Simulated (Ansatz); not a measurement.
System: 1T (CdI2-type) TaSe2 (undistorted form, which takes a superstructure on cooling). Method: PBEsol-D3(BJ) in Ansatz (plane waves, PAW).

Run with plane-wave cutoff 520 eV, 18×18×10 k mesh (along the axes of the cell as run), Fermi–Dirac smearing 0.05 eV, scalar-relativistic PAW data made under PBE.

Energies at three volumes about the minimum:

```tsv
V (Å³/atom)	E − E_lowest (meV/atom)
19.238	1.63
19.630	0.00
20.023	1.45
```

Task: Fit a parabola by hand: where is the minimum, and what is the bulk modulus?

Result: Slopes: (0.00 − 1.63)/(19.630 − 19.238) = -4.158 and (1.45 − 0.00)/(20.023 − 19.630) = 3.690 meV/Å³. Curvature E″ = 2 × (3.690 − (-4.158))/(20.023 − 19.238) = 19.995 meV/Å⁶. From the middle of the first interval, the slope vanishes at V0 = 19.4340 − (-4.158)/19.995 = 19.642 Å³/atom. B = V0 E″ = 19.642 × 19.995 meV/Å³ × 0.1602 GPa per meV/Å³ = 62.9 GPa. The full Birch–Murnaghan fit to all volumes gives V0 = 19.630 Å³/atom and B0 = 62.6 GPa.

Shape and atoms are relaxed at each volume.

Note: the relaxation could not lower the start's symmetry, so the cell can be a saddle point above a distorted one; the bulk modulus comes from volumes at which shape and atoms were relaxed.

Ansatz is a program for electronic structure.
